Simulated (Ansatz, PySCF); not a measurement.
Gas-phase enthalpy of formation at 298 K, by the atomisation route, of [CH]=C (SMILES; C2H3). Each molecule is optimised on its own at B3LYP-D3(BJ)/def2-TZVP (Ansatz, a quantum-chemistry and plane-wave program). Correlated levels leave the core frozen unless marked. UHF or UKS for open shells. Spin-orbit coupling is left out. No relativistic terms. CBS marks a two-point X^-3 extrapolation of the correlation energy; Hartree-Fock from the larger set. Markedly spin-contaminated UHF reference, which strains HF, MP2 and, less, CCSD(T): [CH]=C. Thermal terms are rigid-rotor harmonic-oscillator values from B3LYP-D3(BJ) frequencies (PySCF) at 298.15 K and 1 atm. 1 Eh = 627.5095 kcal/mol.

```csv
species,count,"E, CCSD(T)/CBS(cc-pVTZ,cc-pVQZ) (Ansatz) (Eh)","E, PBE/def2-TZVPD (Ansatz) (Eh)",measured ΔHf at 0 K (kcal/mol),H(298) - H(0) of the element (kcal/mol)
[CH]=C,1,-77.78588,-77.82008,-,-
C atom,2,-37.78949,-37.79605,169.98,0.25
H atom,3,-0.49995,-0.49962,51.63,1.01
```

Molecule: zero-point energy 22.86, H(298) - H(0) 2.54 kcal/mol. The route leaves out scalar relativity and anharmonic zero-point terms, the atoms' spin-orbit terms, and in the frozen-core level the core correlation. Atomic data: G2/97 table in ASE.

**Question.** Work out De, D0 and ΔHf at 0 and 298 K at both levels, and their errors against the measured value.

**Answer.** 
The atoms' values sum to 494.85 (0 K) and 3.53 (thermal), in kcal/mol.
- CCSD(T)/CBS(cc-pVTZ,cc-pVQZ): De = 443.68; D0 = 443.68 - 22.86 = 420.82; ΔHf(0 K) = 494.85 - 420.82 = 74.03; ΔHf(298 K) = 74.03 + 2.54 - 3.53 = 73.04; error +1.4.
- PBE/def2-TZVPD: De = 457.53; D0 = 457.53 - 22.86 = 434.67; ΔHf(0 K) = 494.85 - 434.67 = 60.18; ΔHf(298 K) = 60.18 + 2.54 - 3.53 = 59.19; error -12.4.
Measured: 71.6 kcal/mol (G2/97 table in ASE (Curtiss et al.)). This is an older compilation, not checked against later work.
